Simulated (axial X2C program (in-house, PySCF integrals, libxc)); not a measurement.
Which molecule gave these maps?

PBE0 fields computed with an in-house all-electron X2C program for linear molecules (integrals from PySCF), two-component, near the equilibrium distance, one atom at z = 0.

The maps cover the half plane through the axis: z from -2.4 to 3.6 Å along the bond, ρ from 0.15 to 2.25 Å away from it (steps of 0.3 Å, the bottom row nearest the axis).

log10 of the density in e/bohr³:

digits 0 to 9 span -5.52 to 0.68 evenly
```
000112223333444333322
001222333344444443332
012233444444555444333
112334455555555554433
122345566666666655433
123445677766777665443
123456788877777765443
223456799887897765543
```

Electron localisation function (collinear form, no current term, damped to 0 at low density):

digits 0 to 9 span 0.00 to 1.00 evenly
```
000000000001344431000
000000000002466643100
000000000002677764200
000001221002788875200
000012454213799875210
000014677623899986310
000025788854568986310
000025872675182886310
```

Axial spin density in 10⁻³ e/bohr³:

digits 0 to 9 span -6.58 to 6.58 evenly, values beyond are clipped
```
555554455555555555555
555544445555666555555
555544444556777665555
555555444568999865555
555555554469999975555
555555566469999975544
554445699759999944444
544444499939999013444
```

Problem. Which molecule is it?
A. NbC⁻
B. MgCl⁺
C. LiCa⁺
D. CF⁻

Solution. D. CF⁻, with F at z = 0 and C at z = 1.412 Å, state Ω = 1 (⟨Sz⟩ = 1.00, ⟨Lz⟩ = 0.00 at PBE0), basis F dyall-av3z [7s6p3d2f], C dyall-av3z [8s7p3d2f] (cores contracted in-house). Occupations by symmetry block were frozen at the best pattern of an incomplete PBE0 search. Density functionals use the spin component along the axis (collinear). PBE0 can misorder states that lie within some tenths of an eV, so this need not be the ground state of the molecule. The nearest other 2c determinant of the search, Ω = 0, lies 0.98 eV up at the distance of the search. With several unpaired electrons one determinant need not be a pure state. Open-shell Ω = 0 determinants with evenly filled partner blocks cannot be reached by this program, so the Ω shown need not be the lowest component. This is the Ω = 1 component of a π² triplet; the 0⁺ component is not one determinant and can lie lowest. The highest occupied level of some functionals is positive through self-interaction error; at Hartree–Fock it is bound.
